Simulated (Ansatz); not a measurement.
# AlPH₃ (doublet): the correlation ladder at a displaced geometry (v1), cc-pVDZ

An exercise on one series of results from a longer session: the logs are not shown, and one member is left open.

The runs use Ansatz 0.2.0, Gaussian basis; cc-pVDZ, core rule «outside noble gas», up to 10 orbitals frozen.

To be run: UHF; CCSD(T) on ROHF; CCSD(T) on UHF; BCCD(T) on ROHF; CISD; CCSDT(Q) on ROHF; CCSDT(Q) on UHF.

21 further runs of the same task are left out: 7 that didn't finish, 14 set aside as unsound or not needed.

## The system

The geometry is a PBE0/def2-TZVP stationary point (not a proven minimum) with its atoms shifted at random (size 0.040 Å).

5 atoms, charge 0, spin multiplicity 2.

Atoms are counted from 1 here; the program's logs count them from 0.

Bond lengths: Al1–P2 2.355 Å, Al1–H3 1.615 Å, P2–H4 1.379 Å, P2–H5 1.373 Å. Angles: P2–Al1–H3 113.7°, Al1–P2–H4 92.1°, Al1–P2–H5 99.0°, H4–P2–H5 98.6°.

Set-up of the first run:

in.yaml reads:

```yaml
crystal:
  periodic: [false, false, false]
  atoms:
    - {symbol: Al, position_ang: [0.044482, -0.111748, 1.262347]}
    - {symbol: P, position_ang: [-0.089099, 0.060117, -1.082413]}
    - {symbol: H, position_ang: [-0.003382, 1.313017, 2.021256]}
    - {symbol: H, position_ang: [0.981660, 0.927966, -1.129802]}
    - {symbol: H, position_ang: [0.568955, -1.096982, -1.420915]}
basis:
  gaussian: {orbitals: cc-pVDZ}
magnetization: {spin_polarized: true, initial_magnetization: 1}
hamiltonian: {xc: hf}
output: {orbitals: {seedname: orbitals}}
```

On the command line:

```console
ansatz run in.yaml --threads 1 --pin off --events-out ev --progress --plain --max-ram 2393MiB
```

Steps of the session up to this table: UHF; CCSD(T) on ROHF; CCSD(T) on UHF; BCCD(T) on ROHF; CISD; CCSDT(Q) on ROHF; CCSDT(Q) on UHF.

One of the session's tables, all rows but one given; the rest of the session is left out.

It belongs to the step «Misses and costs». 

```
   method  from UCCSDT(Q) (kcal/mol)
     ROHF                    +136.58
      UHF                    +135.80
     RMP2                     +27.38
     UMP2                     +27.27
     CISD                     +15.26
    RCCSD                      +4.72
    UCCSD                      +4.68
 RCCSD(T)                      +0.93
 UCCSD(T)                      +0.92
  BCCD(T)                      +0.91
   RCCSDT                      +0.24
   UCCSDT                          ?
RCCSDT(Q)                      +0.02
UCCSDT(Q)                          0
```

Q: Estimate the row for UCCSDT from the others.

As computed: from UCCSDT(Q) (kcal/mol): +0.23. In the column «from UCCSDT(Q) (kcal/mol)» it lies between RCCSDT(Q) (+0.02) and RCCSDT (+0.24).

Caveats from the session: Restricted and unrestricted rows rest on different reference determinants; where their highest levels disagree by more than a few hundredths of an eV, they describe different states and don't form one ladder.
